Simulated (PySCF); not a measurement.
C4H7NO.
SMILES: `C(C)OC1=NC1`

Vertical excitations from PySCF (density fitting, frozen core in the response, grid level 2 and gas phase unless stated; continuum runs use non-equilibrium linear response for the excitations) on a GFN2-xTB geometry. Reference run:

```
                              settings    S1, eV (f)    S2, eV (f)    S3, eV (f)    S4, eV (f)    S5, eV (f)    S6, eV (f)  T1, eV (Tamm–Dancoff)  mean α (au)
PBE0/def2-SVPD, full TDDFT, 6 singlets  6.34 (0.000)  7.13 (0.002)  7.16 (0.009)  7.50 (0.073)  7.75 (0.008)  7.85 (0.063)                   5.08         58.2
```

**Question.** What do these settings give: (1) HCTH407/6-31G-J, TDA, 6 singlets; (2) mPW1PW91/def2-SVPD, energy threshold 1e-06 Eh, fitting basis def2-universal-jkfit, full TDDFT, 1 singlet?

**Answer.** 
| settings | S1, eV (f) | S2, eV (f) | S3, eV (f) | S4, eV (f) | S5, eV (f) | S6, eV (f) | T1, eV (Tamm–Dancoff) | mean α (au) |
| --- | --- | --- | --- | --- | --- | --- | --- | --- |
| HCTH407/6-31G-J, TDA, 6 singlets | 6.16 (0.001) | 7.42 (0.030) | 7.61 (0.005) | 7.69 (0.010) | 7.98 (0.033) | 8.02 (0.258) | – | 49.4 |
| mPW1PW91/def2-SVPD, energy threshold 1e-06 Eh, fitting basis def2-universal-jkfit, full TDDFT, 1 singlet | 6.34 (0.000) | – | – | – | – | – | 5.07 | 58.0 |

(1) S1 moves by -0.18 eV; functional, basis and response scheme change together, so the shift can't be laid on one. (2) S1 stays within 0.01 eV (mPW1PW91 has 25 % exact exchange, PBE0 25 % exact exchange). States are counted by energy in each run and needn't keep their character from row to row.

**Question.** Give the leading configurations of S1 (H = HOMO, L = LUMO) and the HOMO–LUMO gap of each run.

**Answer.** 
```json
{"settings": "PBE0/def2-SVPD, full TDDFT, 6 singlets", "S1 configurations (weight)": "H−1→L+1 0.65, H→L+1 0.33", "S1 (eV)": "6.34", "orbital gap (eV)": "8.24", "S1 − gap (eV)": "-1.90"}
{"settings": "HCTH407/6-31G-J, TDA, 6 singlets", "S1 configurations (weight)": "H→L 0.98", "S1 (eV)": "6.16", "orbital gap (eV)": "5.67", "S1 − gap (eV)": "+0.49"}
{"settings": "mPW1PW91/def2-SVPD, energy threshold 1e-06 Eh, fitting basis def2-universal-jkfit, full TDDFT, 1 singlet", "S1 configurations (weight)": "H−1→L+1 0.49, H→L+1 0.49", "S1 (eV)": "6.34", "orbital gap (eV)": "8.21", "S1 − gap (eV)": "-1.87"}
```

Where S1 or the frontier orbitals are degenerate, the weights hang on an arbitrary mixing within the set.

The values belong to the conformer `[CH3:1][CH2:2][O:3][C:4]1=[N:5][CH2:6]1`: C1–C2–O3–C4 -176°, C2–O3–C4–N5 0°.
